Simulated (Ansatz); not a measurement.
# Worked example: GeP⁺, quintet against GeP⁺, triplet

Geometry (PBE0/def2-TZVP stationary point of a triplet), kept for both states (GeP⁺, triplet: Σ⁻; GeP⁺, quintet: Π):

```xyz
2

Ge    0.0000    0.0000    0.0000
P     0.0000    0.0000    2.3035
```

Basis cc-pVTZ; Ansatz 0.2.0. Correlated methods freeze the noble-gas cores and the filled d shells of p-block atoms. R marks a restricted (for open shells ROHF) determinant, U an unrestricted one. No spin–orbit coupling is included, and no scalar relativity.

Full CI isn't at hand for all of this; UCCSDT(Q) serves as the reference, and is uncertain by about the last step of the cluster series.

```csv
level,"E(GeP⁺, triplet) (hartree)","E(GeP⁺, quintet) (hartree)"
UHF,-2415.849935,-2415.804781
UMP2,-2416.004741,-2415.942959
UCCSD(T),-2416.046784,-2415.979644
PBE,-2417.568386,-2417.493874
wB97M-V,-2417.906486,-2417.832486
UCCSDT(Q),-2416.049121,-2415.981534
```

Question: Give the vertical gap, GeP⁺ quintet less GeP⁺ triplet, at each level in eV (1 hartree = 27.2114 eV), and each error against UCCSDT(Q).

Answer: UCCSDT(Q): (-2415.981534 − (-2416.049121)) × 27.2114 = 1.839 eV (the reference)
wB97M-V: (-2417.832486 − (-2417.906486)) × 27.2114 = 2.014 eV, error 0.175 eV
PBE: (-2417.493874 − (-2417.568386)) × 27.2114 = 2.028 eV, error 0.189 eV
UCCSD(T): (-2415.979644 − (-2416.046784)) × 27.2114 = 1.827 eV, error -0.012 eV
UMP2: (-2415.942959 − (-2416.004741)) × 27.2114 = 1.681 eV, error -0.158 eV
UHF: (-2415.804781 − (-2415.849935)) × 27.2114 = 1.229 eV, error -0.610 eV

Total energies of functionals can't be set beside those of wave-function methods, since they hold the core's correlation and their own absolute errors; only the differences compare.

Each level lands on the state that its own search finds. T1 diagnostics of restricted CCSD: 0.027 and 0.024.
